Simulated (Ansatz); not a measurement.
A calculation with Ansatz (development build ahead of 0.2.0).

```yaml
crystal:
  periodic: [false, false, false]
  atoms:
    - { symbol: Si, position_ang: [0.0, 0.0, 0.0] }
    - { symbol: H, position_ang: [1.47106, 0.0, 1.23437] }
    - { symbol: H, position_ang: [-1.38761, 0.0, 1.16434] }
basis:
  gaussian: { orbitals: "6-31G" }
magnetization:
  initial_magnetization: 2
hamiltonian:
  xc: hf
correlation:
  method: fci
  frozen_orbitals: { H: 0, Si: 5 }
```

The input is written out in the form of the current development build from the run's settings.

Output:

```yaml
Converged: yes
Total_energy: -289.97468 hartree
State: lowest triplet root, of any spatial symmetry
```
